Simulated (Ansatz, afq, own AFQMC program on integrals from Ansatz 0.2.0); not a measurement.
# SiC, singlet in 6-31G, levels against full CI

```yaml
atoms:
  - { symbol: Si, position_ang: [0.0000, 0.0000, 0.0000] }
  - { symbol: C, position_ang: [0.0000, 0.0000, 2.0400] }
```

Basis 6-31G. Noble-gas cores (and the filled d shells of Ga–Kr and In–Xe) are frozen. AFQMC by an in-house program on the Cholesky factors that Ansatz 0.2.0 writes for its CCSD(T) run. The CISD trial takes its coefficients from CCSD amplitudes. Released means that phaseless walkers are propagated on without the constraint, phases kept. Uncertainties: one standard error, sampling alone.

Determinant: RHF, the one that the program's search chose, which needn't be the lowest solution. The geometry is a point of a scan.

Full CI on the same integrals is exact in this basis and with this determinant's frozen core.

Cautions: another spin lies lower; restricted determinant unstable towards unrestricted (UHF 3.39 eV lower, ⟨S²⟩ 1.80); the search met a lower determinant of the same kind, perhaps of another symmetry (1.85 eV lower), and this one is a saddle point; strong correlation (T1 0.061, weight of the determinant 0.71, largest double 0.24); (T) is large, 9 % of the CCSD correlation; (Q) is large, 183 meV, so the cluster series hasn't closed; CCSD(T) is in doubt: in a space of 8 electrons in 8 natural orbitals full CI lies 156 meV below it; the released energies are still falling, so no released level is given (meV from the phaseless value at times in 1/Eh: -46 ± 5 at 0.24, -88 ± 5 at 0.51, -136 ± 4 at 0.99, -191 ± 6 at 1.62, -221 ± 7 at 2.40); CCSDTQ on the UHF determinant differs (876 meV lower), perhaps since the unrestricted series falls towards higher spin.

* T1 diagnostic: 0.0609
* weight of the determinant in the CISD state: 0.710
* size of the correlated space: 8 electrons in 16 orbitals

Reference: full CI, correlation energy -6.366 eV. The cautions show a poor starting determinant, so the rows tell how each method copes with it here, and full CI is the sure value.

| level | E − E(reference) (kcal/mol) | share of correlation (%) |
| --- | --- | --- |
| HF | 146.80 | 0.00 |
| MP2 | 19.82 | 86.50 |
| CCSD | 15.17 | 89.67 |
| CCSD(T) | 3.95 | 97.31 |
| CCSDT | 3.98 | 97.29 |
| CCSDT(Q) | -0.26 | 100.17 |
| CCSDTQ | 0.59 | 99.60 |
| ph-AFQMC/HF | 19.56 ± 0.61 | 86.67 |
| ph-AFQMC/CISD | 8.06 ± 0.11 | 94.51 |

CCSDT and higher add their correlation energy to the determinant of the CCSD(T) run, since their own runs factorise the integrals more tightly (a shift of under 2 meV). A walk keeps the symmetry of its determinant, which the program's search chose and which needn't be the lowest solution, so a lower state of the same spin and another symmetry isn't excluded.
